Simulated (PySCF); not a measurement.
Compound: C₂H₂N₂OS.
Numbering: `[SH:1][c:2]1[cH:3][n:4][n:5][o:6]1` (hydrogens: H7 on S1; H8 on C3)

Method used: PBE0-D3(BJ)/def2-SVP geometry optimisation, gas phase (PySCF 2.14.0).

**Question.** What internal coordinates does the optimisation give?

**Answer.** 
| bond | length (pm) | order |
| --- | --- | --- |
| S1–C2 | 173.6 | single |
| C2–C3 | 137.2 | aromatic |
| C3–N4 | 136.3 | aromatic |
| N4–N5 | 124.6 | aromatic |
| N5–O6 | 142.4 | aromatic |
| C2–O6 | 132.2 | aromatic |
| S1–H7 | 135.0 | single |
| C3–H8 | 108.6 | single |

Orders are formal, as drawn. A selection of angles:
| angle | degrees |
| --- | --- |
| C2–S1–H7 | 94.4 |
| S1–C2–C3 | 131.7 |
| S1–C2–O6 | 120.3 |
| C3–C2–O6 | 108.0 |
| C2–C3–N4 | 105.9 |
| C2–C3–H8 | 131.0 |
| N4–C3–H8 | 123.1 |
| C3–N4–N5 | 111.9 |
| N4–N5–O6 | 107.3 |
| C2–O6–N5 | 107.0 |

Torsions: H7–S1–C2–C3 179° (antiperiplanar).

The 6 heavy atoms lie in one plane (0.001 Å rms). The 5-membered ring C2–C3–N4–N5–O6 has internal angles of 105.9° to 111.9° (sum 540°, against 540° for a flat polygon); it is planar, 0.00 Å rms from its mean plane, widest ring torsion 0°. N5 (pyridine-type nitrogen) is bent (angle 107.3°).

Point group: Cs (every atom within 0.08 Å of its image). Whether it is a minimum is left open (no frequencies). One conformer, not necessarily the lowest (H–S1–C2–C3 179°).
